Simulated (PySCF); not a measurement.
```xyz
5

Si     0.0000     0.0000     0.0000
H      0.4020     1.1832     0.7985
H     -1.1132     0.3707    -0.9070
H      1.1552    -0.4708    -0.8020
H     -0.4440    -1.0832     0.9105
```

Charge 0, multiplicity 1.

Give the Mulliken and meta-Löwdin atomic charges from r2SCAN-D4/def2-TZVP in PySCF.


```tsv
atom	Mulliken (e)	meta-Löwdin (e)
Si1	0.15	0.33
H2	-0.04	-0.08
H3	-0.04	-0.08
H4	-0.04	-0.08
H5	-0.04	-0.08
```
